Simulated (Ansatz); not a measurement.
# C₃H₇ (doublet): the correlation ladder, 6-31G*

How much of the correlation energy of C₃H₇ (doublet) does each wave-function method recover here?

Method: 6-31G*, core rule «outside noble gas», up to 3 orbitals frozen; program: Ansatz 0.2.0, Gaussian basis.

Plan: UHF; CCSD(T) on ROHF; CCSD(T) on UHF; BCCD(T) on ROHF; CISD; CCSDT(Q) on ROHF; CCSDT(Q) on UHF; CASSCF and MRCISD+Q, 9 electrons in 9 orbitals; CASSCF and NEVPT2, 9 electrons in 9 orbitals.

15 further runs of the same task are left out: 2 that didn't finish, 13 set aside as unsound or not needed.

### 1 What is computed

The geometry is an MP2(full)/6-31G* stationary point (not a proven minimum).

10 atoms, charge 0, spin multiplicity 2.

Atoms are counted from 1 here; the program's logs count them from 0.

Bond lengths: C1–C2 1.490 Å, C1–C3 1.490 Å, C1–H4 1.085 Å, C2–H5 1.093 Å, C2–H7 1.101 Å, C2–H8 1.095 Å, C3–H6 1.093 Å, C3–H9 1.095 Å, C3–H10 1.101 Å. Angles: C2–C1–C3 120.1°, C2–C1–H4 118.3°, C3–C1–H4 118.3°, C1–C2–H5 111.8°, C1–C2–H7 111.8°, C1–C2–H8 111.0°, H5–C2–H7 107.3°, H5–C2–H8 108.1°, H7–C2–H8 106.6°, C1–C3–H6 111.8°, C1–C3–H9 111.0°, C1–C3–H10 111.8°, H6–C3–H9 108.1°, H6–C3–H10 107.3°, H9–C3–H10 106.6°.

### 2 UHF

in.yaml

```yaml
crystal:
  periodic: [false, false, false]
  atoms:
    - {symbol: C, position_ang: [0.008318, 0.523871, 0.000000]}
    - {symbol: C, position_ang: [0.008318, -0.219721, 1.291572]}
    - {symbol: C, position_ang: [0.008318, -0.219721, -1.291572]}
    - {symbol: H, position_ang: [-0.328795, 1.555350, 0.000000]}
    - {symbol: H, position_ang: [0.215512, 0.439195, 2.138477]}
    - {symbol: H, position_ang: [0.215512, 0.439195, -2.138477]}
    - {symbol: H, position_ang: [-0.961062, -0.704608, 1.484633]}
    - {symbol: H, position_ang: [0.761276, -1.015287, 1.286239]}
    - {symbol: H, position_ang: [0.761276, -1.015287, -1.286239]}
    - {symbol: H, position_ang: [-0.961062, -0.704608, -1.484633]}
basis:
  gaussian: {orbitals: "6-31G*"}
magnetization: {spin_polarized: true, initial_magnetization: 1}
hamiltonian: {xc: hf}
output: {orbitals: {seedname: orbitals}}
```

On the command line:

```
> ansatz run in.yaml --threads 1 --pin off --events-out ev --progress --plain --max-ram 2880MiB --backend cpu
```

After this run come: CCSD(T) on ROHF; CCSD(T) on UHF; BCCD(T) on ROHF; CISD; CCSDT(Q) on ROHF; CCSDT(Q) on UHF; CASSCF and MRCISD+Q, 9 electrons in 9 orbitals; CASSCF and NEVPT2, 9 electrons in 9 orbitals.

Before running them: what should the planned runs give, taken together? Wanted: UCCSDT(Q) below the RHF energy; RMP2 from UCCSDT(Q); UMP2 from UCCSDT(Q); RCCSD from UCCSDT(Q); RCCSD(T) from UCCSDT(Q); UCCSD(T) from UCCSDT(Q); RCCSDT(Q) from UCCSDT(Q); NEVPT2 frontier from UCCSDT(Q); MRCISD+Q frontier from UCCSDT(Q).

**Answer**, as computed:

| quantity | value |
| --- | --- |
| UCCSDT(Q) below the RHF energy | -11.7322 eV |
| RMP2 from UCCSDT(Q) | +1546.5 meV |
| UMP2 from UCCSDT(Q) | +1551.3 meV |
| RCCSD from UCCSDT(Q) | +328.6 meV |
| RCCSD(T) from UCCSDT(Q) | +37.3 meV |
| UCCSD(T) from UCCSDT(Q) | +37.2 meV |
| RCCSDT(Q) from UCCSDT(Q) | +1.1 meV |
| NEVPT2 frontier from UCCSDT(Q) | +1514.0 meV |
| MRCISD+Q frontier from UCCSDT(Q) | +165.9 meV |
| levels within 1 kcal/mol (43 meV) | RCCSD(T), UCCSD(T), BCCD(T), RCCSDT, UCCSDT, RCCSDT(Q) |
| T1 diagnostic | 0.013 |

What this shows: RCCSD(T) misses by +37.3 meV, 0.3 % of the correlation energy. Of the multireference levels listed MRCISD+Q frontier comes nearest in total energy (+165.9 meV), which doesn't show that its space is the better one. These misses are within one basis, not against nature; the frozen cores of restricted and unrestricted runs differ, which can shift their rows.
